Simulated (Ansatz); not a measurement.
**How far each method lies from UCCSDT(Q) for PH⁻, doublet**

Geometry: that of the PH⁻, quartet, kept fixed.

```xyz
2

P     0.0000    0.0000    0.0000
H     0.0000    0.0000    1.5586
```

Basis aug-cc-pVTZ; Ansatz 0.2.0. Only valence electrons are correlated (noble-gas cores frozen), which leaves 7 electrons in 68 orbitals. Prefix R: restricted or restricted open-shell reference; prefix U: unrestricted. Active spaces: valence = (7e, 5o) chosen from the atoms' valence shells.

Full CI isn't at hand for all of this; UCCSDT(Q) serves as the reference, and is uncertain by the last step of the cluster series or more. The frozen core follows each run's orbitals, which can shift R against U totals by a few meV.

```
UHF ⟨S²⟩                          : 0.771
T1 diagnostic (RCCSD)             : 0.0204
largest doubles amplitude (RCCSD) : 0.044
T1 diagnostic (UCCSD)             : 0.0168
```

Task: From what is known of these methods and the diagnostics, rank them by the size of their error in total energy against UCCSDT(Q) in aug-cc-pVTZ, smallest first (an estimate: the text doesn't fix the numbers).
A. CASSCF (valence space)
B. RCCSDT
C. UCCSD
D. UMP2
E. MRCISD (valence space)

Result: B (0.29 kcal/mol), C (6.05 kcal/mol), E (10.17 kcal/mol), D (20.68 kcal/mol), A (103.48 kcal/mol).

All errors are against UCCSDT(Q) in aug-cc-pVTZ. Within each family the higher level lies nearer, as is usual though not guaranteed.

Natural occupations of CASSCF (valence space) about the gap: 2.000 1.998 1.966 1.000 0.037; effectively unpaired electrons, Σ n²(2−n)², 1.01.
